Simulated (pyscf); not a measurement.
Single points on ωB97X-D3(BJ)/def2-SVP structures (PySCF, gas phase).

HO–SiH₂–F + HF + HF → F–SiH₂–F + H₂O + HF
Surface: singlet. Broken: O–Si, F–H, F–H. Formed: F–Si, H–O, F–H. Give ΔE‡ and ΔE from PBE0-D3(BJ)/def2-TZVP, relative to the separated reactants.

ΔE‡ = -5.0 kcal/mol, ΔE = -8.7 kcal/mol. ωB97M-D3(BJ)/def2-TZVP gives -2.3 kcal/mol and -9.3 kcal/mol. Zero-point energy shifts the barrier by +2.9 kcal/mol. It is a multi-bond step, with an imaginary mode of 795i cm⁻¹. On the reactant side the descent ends in a bound adduct, 15.8 kcal/mol under the separated species and 13.8 kcal/mol under the saddle at ωB97X-D3(BJ)/def2-TZVP. On the product side the descent ends in a bound adduct (not fully relaxed), 11.5 kcal/mol under the separated species and 18.5 kcal/mol under the saddle at ωB97X-D3(BJ)/def2-TZVP. At PBE0-D3(BJ) the saddle lies under the separated reactants, which points to a path from their complex (located at ωB97X-D3(BJ) alone). This is the saddle that the search found; another between the same sides may lie lower.
